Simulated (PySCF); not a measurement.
Gas-phase reaction: AlF₂OH + Al(OH)₃ → Al₂O + 2 HOF + H₂O

Method: PySCF energies (xtb for GFN2) plus ideal-gas RRHO corrections (1 bar). S°(298 K) at PBE0/def2-TZVP differs from the NASA 1993 table for Al₂O (+6 J/mol/K); whether the harmonic model or the table's entry is off was not settled. † marks an energy on the PBE0/def2-TZVP geometry and frequencies; other levels use their own. MP2 and CCSD(T) freeze the core. 6-31G* has spherical d functions here. All species are closed-shell singlets. B3LYP is the form with VWN-RPA correlation. AlF₂OH, Al(OH)₃: computed as isolated molecules; such fragments, hydroxides, amides, oligomers or adducts are transient or little studied in the gas. MP2 isn't extrapolated to the basis-set limit; its ΔH°(298 K) is 1577.2 kJ in def2-SVP and 1632.2 kJ in def2-TZVPP. CCSD(T) isn't extrapolated to the basis-set limit; its ΔH°(298 K) is 1477.7 kJ in def2-SVP and 1541.9 kJ in def2-TZVPP. The harmonic model lacks anharmonicity and excited electronic states, which grow with temperature; levels with a mode under 35 cm⁻¹ are left out. Soft modes under 120 cm⁻¹ make the harmonic entropy rough for Al₂O. Warning, large T1 diagnostic: Al₂O (CCSD(T)/def2-SVP†).

```
level               ΔE electronic, kJ  ΔH°(298 K), kJ  ΔS°(298 K), J/K  ΔG°(1200 K), kJ
------------------  -----------------  --------------  ---------------  ---------------
B3LYP/def2-TZVP†                 1512            1504              296             1169
BLYP/def2-TZVP†                  1447            1439              296             1104
CCSD(T)/def2-SVP†                1486            1478              296             1142
GFN2-xTB                         1622            1613              276             1305
HF/6-31G*                        1545            1541              299             1201
M06-2X/def2-TZVP†                1575            1567              296             1231
MP2/def2-TZVPP†                  1640            1632              296             1297
PBE/def2-SVP                     1427            1418              292             1088
r2SCAN/def2-TZVP†                1576            1568              296             1233
ωB97M-V/def2-TZVP†               1528            1520              296             1185
ωB97X-V/def2-TZVP†               1547            1539              296             1204
```
ΔH° is lowest at PBE/def2-SVP and highest at MP2/def2-TZVPP†. No reference value is set beside these.
